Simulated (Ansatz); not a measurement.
## BH3O (BH2(OH)): the energy, rung by rung

BH3O: 5 atoms, total charge 0, spin state singlet. As SMILES, `[H]B([H])O`. The shape is that of a GFN2-xTB optimisation.

```xyz
5

B     0.2710    0.3025   -0.1085
H     1.4036    0.3900   -0.3956
H    -0.4329    1.2514   -0.0807
O    -0.1594   -0.9187    0.1745
H    -1.0822   -1.0252    0.4103
```

Quantity: the energy change with the B1–O4 bond stretched from 1.325 to 1.988 Å, in eV. The values are calculated.

```json
{"level": "HF/STO-3G (restricted)", "kind": "Hartree–Fock", "program": "Ansatz", "value (eV)": "5.06", "less FCI/STO-3G": "+0.78", "CPU time (all runs)": "0.12 s"}
{"level": "PBE/STO-3G (restricted)", "kind": "GGA", "program": "Ansatz", "value (eV)": "4.06", "less FCI/STO-3G": "-0.22", "CPU time (all runs)": "1.4 s"}
{"level": "PBE0/STO-3G (restricted)", "kind": "global hybrid", "program": "Ansatz", "value (eV)": "4.55", "less FCI/STO-3G": "+0.27", "CPU time (all runs)": "1.4 s"}
{"level": "wB97M-V/STO-3G (restricted)", "kind": "range-separated hybrid", "program": "Ansatz", "value (eV)": "4.62", "less FCI/STO-3G": "+0.34", "CPU time (all runs)": "24 s"}
{"level": "B2PLYP/STO-3G (restricted)", "kind": "double hybrid", "program": "Ansatz", "value (eV)": "4.52", "less FCI/STO-3G": "+0.24", "CPU time (all runs)": "1.9 s"}
{"level": "MP2/STO-3G (restricted)", "kind": "perturbation theory", "program": "Ansatz", "value (eV)": "4.80", "less FCI/STO-3G": "+0.52", "CPU time (all runs)": "0.12 s"}
{"level": "CCSD/STO-3G (restricted)", "kind": "coupled cluster or CI", "program": "Ansatz", "value (eV)": "4.40", "less FCI/STO-3G": "+0.12", "CPU time (all runs)": "0.19 s"}
{"level": "CCSDT(Q)/STO-3G (restricted)", "kind": "coupled cluster or CI", "program": "Ansatz", "value (eV)": "4.26", "less FCI/STO-3G": "-0.02", "CPU time (all runs)": "0.39 s"}
{"level": "FCI/STO-3G", "kind": "exact in the basis", "program": "Ansatz", "value (eV)": "4.28", "less FCI/STO-3G": "0.00", "CPU time (all runs)": "2.2 s"}
```

FCI/STO-3G is exact within its basis and frozen core, so for wave-function methods in that basis the difference is their error; functionals converge differently with the basis, so for them it is only a difference. A spin-restricted reference rises too steeply as a bond breaks; here HF/STO-3G, MP2/STO-3G lie well above the multireference or unrestricted value. The first shape isn't each level's own minimum. The values span 4.06 to 5.06 eV. All rows use very small basis sets, so none should be taken for the real molecule's value. In so small a basis fixed costs decide the times, and correlated methods can beat functionals. CPU times are rough (shared hosts, several kinds of processor and program).
